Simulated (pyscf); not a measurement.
Single points on ωB97X-D3(BJ)/def2-SVP structures (PySCF, gas phase).

Problem. For Cl–Ta(Cl)(Cl)(Cl)–Cl (SMILES [Cl][Ta]([Cl])([Cl])([Cl])[Cl]) + H₂O (SMILES O) → HCl (SMILES Cl) + HO–Ta(Cl)(Cl)(Cl)–Cl (SMILES [OH][Ta]([Cl])([Cl])([Cl])[Cl]), a four-centre exchange (singlet surface; Cl–Ta, H–O broken, Cl–H, O–Ta formed), PBE/def2-TZVP gives ΔE‡ = 0.10 eV and ΔE = +0.03 eV (zero: the separated reactants). In which direction and how far do r²SCAN/def2-TZVP, PBE0-D3(BJ)/def2-TZVP, ωB97M-D3(BJ)/def2-TZVP move these?

Solution. r²SCAN: ΔE‡ = 0.01 eV, ΔE = 0.00 eV; PBE0-D3(BJ): ΔE‡ = 0.08 eV, ΔE = +0.06 eV; ωB97M-D3(BJ): ΔE‡ = 0.11 eV, ΔE = -0.06 eV. PBE's barrier matches one of them and lies within 0.09 eV of the others. Its reaction energy lies among theirs. On the reactant side the descent ends in an adduct with a O–Ta contact, 0.94 eV under the separated species and 1.01 eV under the saddle at ωB97X-D3(BJ)/def2-TZVP. On the product side the descent ends in an adduct with a Cl–Ta contact (not fully relaxed), 0.32 eV under the separated species and 0.29 eV under the saddle at ωB97X-D3(BJ)/def2-TZVP. What is counted as formed (O–Ta) is already present as a longer contact in the reactant adduct; forming that adduct is a step of its own. What is counted as broken (Cl–Ta) persists as a longer contact in the product adduct; parting that adduct is a step of its own. One saddle was located; it need not be the lowest between these sides. Elements past Kr carry the def2 core potentials, without spin-orbit coupling.
